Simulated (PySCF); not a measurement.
**1,2,3-trifluoropropane: 4 charge schemes on one density**

1,2,3-trifluoropropane, C3H5F3.
Z-matrix (Å and degrees, PBE0-D3(BJ)/def2-SVP geometry), rows numbered from 1:
```
F 
C   1  1.3695
C   2  1.5061  1  110.76
F   3  1.3753  2  110.19  1    67.29
C   3  1.5163  2  113.17  1   -52.73
F   5  1.3699  3  109.03  2   -62.77
H   2  1.1027  1  109.15  3  -120.00
H   2  1.1027  1  108.98  3   120.58
H   3  1.1056  2  108.03  1  -174.15
H   5  1.1017  3  109.69  2   177.03
H   5  1.1016  3  109.40  2    57.06
```

Density: PBE0/pcSseg-1 (PySCF); schemes: Mulliken, IAO, Hirshfeld and ESP-fitted. Isolated species at its PBE0-D3(BJ)/def2-SVP geometry (one conformer only).

Q: What partial charge does each atom carry?

A: In e:

| atom | environment | Mulliken | IAO | Hirshfeld | ESP-fitted |
| --- | --- | --- | --- | --- | --- |
| F1 | alkyl fluorine | -0.332 | -0.318 | -0.110 | -0.208 |
| C2 | sp3 C–F carbon | +0.172 | +0.027 | +0.016 | +0.016 |
| C3 | sp3 C–F carbon | +0.049 | +0.157 | +0.048 | +0.265 |
| F4 | alkyl fluorine | -0.327 | -0.320 | -0.108 | -0.265 |
| C5 | sp3 C–F carbon | +0.162 | +0.029 | +0.015 | +0.050 |
| F6 | alkyl fluorine | -0.334 | -0.321 | -0.109 | -0.233 |
| H7 | methylene hydrogen | +0.119 | +0.151 | +0.051 | +0.081 |
| H8 | methylene hydrogen | +0.126 | +0.151 | +0.053 | +0.090 |
| H9 | methine hydrogen | +0.115 | +0.143 | +0.049 | +0.035 |
| H10 | methylene hydrogen | +0.125 | +0.148 | +0.050 | +0.079 |
| H11 | methylene hydrogen | +0.126 | +0.154 | +0.045 | +0.090 |

Mean size of the charges over all atoms: Mulliken 0.181 e, IAO 0.174 e, ESP-fitted 0.128 e, Hirshfeld 0.059 e. Each set sums to the total charge, 0, to within 0.001 e. The Hirshfeld scheme weights the molecular density at each point by an atom's share of the summed free-atom densities.

Lowest charge. The schemes don't all agree: Mulliken F6 (-0.334); IAO F6 (-0.321); Hirshfeld F1 (-0.110); ESP-fitted F4 (-0.265).

Highest charge. The schemes don't all agree: Mulliken C2 (+0.172); IAO C3 (+0.157); Hirshfeld H8 (+0.053); ESP-fitted C3 (+0.265).

Q: How closely do the schemes follow one another over all atoms?

A: Correlation coefficient and root-mean-square difference: IAO with Hirshfeld 1.00, 0.133 e; Mulliken with Hirshfeld 0.95, 0.142 e; Mulliken with IAO 0.94, 0.070 e; IAO with ESP-fitted 0.94, 0.076 e; Hirshfeld with ESP-fitted 0.93, 0.097 e; Mulliken with ESP-fitted 0.86, 0.107 e.

Q: How many electrons does the Mulliken scheme count on F1?

A: Z − q = 9 − (-0.332) = 9.332.

Q: Sum the charges by element.

A: 
| element | atoms | Mulliken | IAO | Hirshfeld | ESP-fitted |
| --- | --- | --- | --- | --- | --- |
| F | 3 | -0.993 | -0.960 | -0.327 | -0.706 |
| C | 3 | +0.382 | +0.213 | +0.079 | +0.331 |
| H | 5 | +0.611 | +0.747 | +0.248 | +0.375 |
